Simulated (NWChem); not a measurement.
All runs are NWChem calculations. System: CH$_{2}$, charge 1, spin multiplicity 2, at the geometry of a parent with another charge or spin, in a state set for the comparison that need not be this species' ground state. Its SCF solution wasn't tested for a lower state. Level: ROCCSD(T)/def2-TZVP, 1 core orbitals frozen.

Input file:

```
start mol
memory heap 100 mb stack 700 mb global 1900 mb
charge 1
geometry units angstroms nocenter noautoz
  C      0.000000     0.000000     0.179936
  H      0.862169     0.000000    -0.539807
  H     -0.862169     0.000000    -0.539807
  symmetry group C2v
end
basis spherical
  * library def2-tzvp
end
scf
  rohf
  nopen 1
  maxiter 100
  thresh 1e-7
  semidirect memsize 60000000 filesize 0
  # guess.movecs holds the orbitals of an unrestricted PBE0 run
  vectors input guess.movecs output mol.movecs
end
tce
  freeze core 1
  ccsd(t)
  2eorb
  2emet 13
  thresh 1e-6
  maxiter 100
  tilesize 24
end
task tce energy
```

Output (cleaned and shortened):

```
             Northwest Computational Chemistry Package (NWChem) 7.3.0
             --------------------------------------------------------

                                NWChem Input Module
                                -------------------

 Scaling coordinates for geometry "geometry" by  1.889725989
 (inverse scale =  0.529177249)

 Turning off AUTOSYM since
 SYMMETRY directive was detected!

                             Geometry "geometry" -> ""
                             -------------------------

 Output coordinates in angstroms (scale by  1.889725989 to convert to a.u.)

  No.       Tag          Charge          X              Y              Z
 ---- ---------------- ---------- -------------- -------------- --------------
    1 C                    6.0000     0.00000000     0.00000000     0.17993600
    2 H                    1.0000     0.86216900     0.00000000    -0.53980700
    3 H                    1.0000    -0.86216900     0.00000000    -0.53980700

 Effective nuclear repulsion energy (a.u.)       5.9609673148

            Nuclear Dipole moment (a.u.)
            ----------------------------
        X                 Y               Z
 ---------------- ---------------- ----------------
     0.0000000000     0.0000000000     0.0000037795

      Symmetry information
      --------------------

 Group name             C2v
 Group number             16
 Group order               4
 No. of unique centers     2

      Symmetry unique atoms

     1    2


 Summary of "ao basis" -> "" (spherical)
 ------------------------------------------------------------------------------
       Tag                 Description            Shells   Functions and Types
 ---------------- ------------------------------  ------  ---------------------
 *                         def2-tzvp                  on all atoms

 Summary of "ao basis" -> "ao basis" (spherical)
 ------------------------------------------------------------------------------
       Tag                 Description            Shells   Functions and Types
 ---------------- ------------------------------  ------  ---------------------
 C                         def2-tzvp                11       31   5s3p2d1f
 H                         def2-tzvp                 4        6   3s1p

                                 NWChem SCF Module
                                 -----------------

  ao basis        = "ao basis"
  functions       =    43
  atoms           =     3
  closed shells   =     3
  open shells     =     1
  charge          =   1.00
  wavefunction    = ROHF
  use symmetry    = T
  symmetry adapt  = T

 Summary of "ao basis" -> "ao basis" (spherical)
 ------------------------------------------------------------------------------
       Tag                 Description            Shells   Functions and Types
 ---------------- ------------------------------  ------  ---------------------
 C                         def2-tzvp                11       31   5s3p2d1f
 H                         def2-tzvp                 4        6   3s1p

      Symmetry analysis of basis
      --------------------------

        a1         19
        a2          4
        b1         12
        b2          8

 Forming initial guess at       0.1s

      Symmetry analysis of molecular orbitals - initial
      -------------------------------------------------

  Numbering of irreducible representations:

     1 a1          2 a2          3 b1          4 b2

  Orbital symmetries:

     1 a1          2 a1          3 b1          4 a1          5 b2
[...]
    34      2.022963  2 H  s                 40     -2.022963  3 H  s
    12     -1.237491  1 C  px                 6     -0.256591  1 C  px
     9     -0.202625  1 C  px

 center of mass
 --------------
 x =   0.00000000 y =   0.00000000 z =   0.14442554

 moments of inertia (a.u.)
 ------------------
           3.192535213926           0.000000000000           0.000000000000
           0.000000000000           8.543075042059           0.000000000000
           0.000000000000           0.000000000000           5.350539828133

  Mulliken analysis of the total density
  --------------------------------------

    Atom       Charge   Shell Charges
 -----------   ------   -------------------------------------------------------
    1 C    6     5.61   0.86  1.12  0.61  0.81  0.07  0.94  1.02  0.15  0.01  0.03  0.00
    2 H    1     0.69   0.23  0.40  0.04  0.02
    3 H    1     0.69   0.23  0.40  0.04  0.02

 Mulliken analysis of the open-shell density
 -------------------------------------------

    Atom       Charge   Shell Charges
 -----------   ------   -------------------------------------------------------
    1 C    6     0.95   0.00 -0.01  0.09  0.12  0.01  0.33  0.34  0.06  0.00  0.00 -0.00
    2 H    1     0.03   0.01  0.01 -0.00  0.00
    3 H    1     0.03   0.01  0.01 -0.00  0.00

       Multipole analysis of the density wrt the origin
       ------------------------------------------------

     L   x y z        total         open         nuclear
     -   - - -        -----         ----         -------
     0   0 0 0      1.000000     -1.000000      8.000000

     1   1 0 0      0.000000      0.000000      0.000000
     1   0 1 0      0.000000      0.000000      0.000000
     1   0 0 1     -0.281181     -0.899849      0.000004

     2   2 0 0     -2.912640     -0.729141      5.308997
     2   1 1 0     -0.000000     -0.000000      0.000000
     2   1 0 1      0.000000     -0.000000      0.000000
     2   0 2 0     -3.238779     -0.645379      0.000000
     2   0 1 1     -0.000000      0.000000      0.000000
     2   0 0 2     -3.201414     -2.180155      2.774878

                   NWChem Extensible Many-Electron Theory Module
                   ---------------------------------------------


            General Information
            -------------------
      Number of processors :     1
         Wavefunction type : Restricted open-shell Hartree-Fock
          No. of electrons :     7
           Alpha electrons :     4
            Beta electrons :     3
           No. of orbitals :    86
            Alpha orbitals :    43
             Beta orbitals :    43
        Alpha frozen cores :     1
         Beta frozen cores :     1
     Alpha frozen virtuals :     0
      Beta frozen virtuals :     0
         Spin multiplicity : doublet
    Number of AO functions :    43
       Number of AO shells :    19
        Use of symmetry is : on
      Symmetry adaption is : on
         Schwarz screening : 0.10D-09

          Correlation Information
          -----------------------
          Calculation type : Coupled-cluster singles & doubles w/ perturbation
   Perturbative correction : (T)
            Max iterations :      100
        Residual threshold : 0.10D-05
     T(0) DIIS level shift : 0.00D+00
     L(0) DIIS level shift : 0.00D+00
     T(1) DIIS level shift : 0.00D+00
     L(1) DIIS level shift : 0.00D+00
     T(R) DIIS level shift : 0.00D+00
     T(I) DIIS level shift : 0.00D+00
   CC-T/L Amplitude update :  5-th order DIIS
                I/O scheme : Global Array Library
        L-threshold :  0.10D-05
        EOM-threshold :  0.10D-05
 no EOMCCSD initial starts read in
 TCE RESTART OPTIONS
 SLICE:      F
 D4D5:       F
 quantumc:   F
 qrotation:  F
 pwtce:      F
 qducc:      F
 nacto:                         0
 nrotv:                         0
 nrot:                          0

            Memory Information
            ------------------
          Available GA space size is     249033102 doubles
          Available MA space size is     104854204 doubles

 Maximum block size supplied by input
 Maximum block size        24 doubles

 tile_dim =     16

 -------------------------------------------------

 Global array virtual files algorithm will be used

 Parallel file system coherency ......... OK

 4-electron integrals stored in orbital form

 v2    file size   =           264337
 4-index algorithm nr.  13 is used
 imaxsize =       30
 imaxsize ichop =        0


CCSD iterations
 ---------------------------------------------------------
 Iter          Residuum       Correlation     Cpu    Wall
 ---------------------------------------------------------
    1   0.1003858884466  -0.0968232117379     0.1     0.1
    2   0.0310327709970  -0.1103749354724     0.1     0.1
    3   0.0118818064635  -0.1134148578165     0.1     0.1
    4   0.0049984127921  -0.1143921255408     0.1     0.1
    5   0.0022385286210  -0.1147485904409     0.1     0.1
    6   0.0004128287584  -0.1150010353273     0.1     0.1
    7   0.0001894011036  -0.1149988285558     0.1     0.1
    8   0.0001073166629  -0.1149993361502     0.1     0.1
    9   0.0000584636556  -0.1150001172184     0.1     0.1
   10   0.0000343063596  -0.1150004278583     0.1     0.1
   11   0.0000056647686  -0.1150010368575     0.1     0.1
   12   0.0000026667543  -0.1150011694104     0.1     0.1
   13   0.0000016207374  -0.1150012340700     0.1     0.1
   14   0.0000009765551  -0.1150012467102     0.1     0.1
 -----------------------------------------------------------------
 Iterations converged
 CCSD correlation energy / hartree =        -0.115001246710240
 CCSD total energy / hartree       =       -38.667023888801324

 Singles contributions

 Doubles contributions
 CCSD(T)
 Using plain CCSD(T) code
             total no. of tasks          379
 total no. of tasks / no. procs          379
                         wl_min            1           1.0
                         wl_max         4096           4.0
        thresh for no. of tasks          379

 CCSD[T]  correction energy / hartree =        -0.002344319568953
 CCSD[T] correlation energy / hartree =        -0.117345566279193
 CCSD[T] total energy / hartree       =       -38.669368208370280
 CCSD(T)  correction energy / hartree =        -0.002317697626901
 CCSD(T) correlation energy / hartree =        -0.117318944337141
 CCSD(T) total energy / hartree       =       -38.669341586428224

 Task  times  cpu:        2.8s     wall:        2.8s

 Total times  cpu:        2.8s     wall:        2.8s
```
